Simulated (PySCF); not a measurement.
# SiO₂⁻, doublet: structure and spectrum

All numbers come from UPBE0 in PySCF with Si def2-TZVPD, O def2-TZVPD; no relativity; density-fitted integrals.

The structure is a minimum.

```
Point group                                                                   : C2v
Bond lengths                                                                  : Si–O 1.551 Å (×2)
Bond angles                                                                   : O–Si–O 138.7°
Rotational symmetry number                                                    : 2
Heat capacity Cp at 298.15 K                                                  : 42.5 J/(mol K)
Enthalpy at 298.15 K above 0 K                                                : 11.05 kJ/mol
Dipole moment about the centre of mass                                        : 0.86 D
Zero-point energy                                                             : 15.1 kJ/mol
Rotational constants                                                          : 3.765, 0.2501, 0.2345 cm⁻¹
Spin squared ⟨S²⟩                                                             : 0.755
Principal polarisabilities                                                    : 46.5, 52.3, 55.6 bohr³
Highest occupied level (α)                                                    : -0.66 eV
Principal quadrupole moments (Buckingham, traceless) about the centre of mass : -14.60, 5.12, 9.48 D Å
Entropy at 298.15 K and 1 bar (electronic part: spin only)                    : 255.7 J/(mol K)
Lowest empty level (β)                                                        : 2.47 eV
```

Harmonic modes (masses in u: Si 27.977, O 15.995):
```tsv
symmetry	ω (cm⁻¹)	IR (km/mol)	type
a1	340	35.6	bend
a1	950	23.2	stretch
b2	1228	215	stretch
```

In C2v the vibrations span 2a1 + b2. Here b1 is antisymmetric to the molecular plane and b2 lies in it.

Charges (e); Mulliken and Löwdin values are unreliable with diffuse functions:
| atom | Mulliken | Löwdin | polar tensor | spin (Mulliken) | Mayer order to Si1 |
| --- | --- | --- | --- | --- | --- |
| Si1 | 0.25 | 0.15 | 0.55 | 0.67 | – |
| O2,3 | -0.63 | -0.57 | -0.77 | 0.16 | 1.89 |

Mulliken populations on Si1: s 5.44, p 7.63, d 0.60, f 0.08.

Other isomers or separated fragments may lie lower. The lowest empty level of this anion is unbound, so it and the gap depend on the basis.

The final relaxation and frequency run took of the order of 2.8 core-minutes on a shared host.
